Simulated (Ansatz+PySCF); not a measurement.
singlet CH2: levels of theory in one basis

```csv
atom,x (Å),y (Å),z (Å)
C,0.0019,-0.0058,-0.1717
H,0.0031,0.8537,0.5341
H,-0.0072,-0.8554,0.5365
```

Basis set: def2-SVP (spherical functions). Frozen core: 1 orbital. Charge 0, multiplicity 1.

Computed with Ansatz (development build ahead of 0.2.0); each method stands on the lowest determinant of its kind that the runs found. NEVPT2 correlates all electrons. Active spaces start from the frontier orbitals, and the lowest solution found is given.

```
                            method  E − E(RHF) (eV)  <S²> of the determinant
                               RHF             0.00                     0.00
                               UHF            -0.52                     0.72
                           UHF-MP2            -3.19                     0.72
                          RHF-CCSD            -3.70                        –
                          UHF-CCSD            -3.79                     0.72
                       RHF-CCSD(T)            -3.79                        –
                       UHF-CCSD(T)            -3.85                     0.72
full CI (lowest root of this spin)            -3.81                        –
                       CASSCF(6,6)            -1.60                        –
                    SC-NEVPT2(6,6)            -3.33                        –
```

What does RHF-MP2 give on the same scale?

-2.97 eV.

Is a single determinant a sound starting point here?

It is doubtful. Unrestricted orbitals lower Hartree–Fock by 0.52 eV and <S²> is 0.72 where a pure state has 0.00, a sign of strong static correlation. The CASSCF(6,6) natural occupations are 1.98, 1.98, 1.91, 0.09, 0.02, 0.02.

Caution: another spin multiplicity may lie lower. Caution for RHF, RHF-MP2, RHF-CCSD, RHF-CCSD(T): an unrestricted determinant lies well below. Caution for UHF, UHF-MP2, UHF-CCSD, UHF-CCSD(T): the unrestricted determinant is spin contaminated; the determinant breaks the point group.
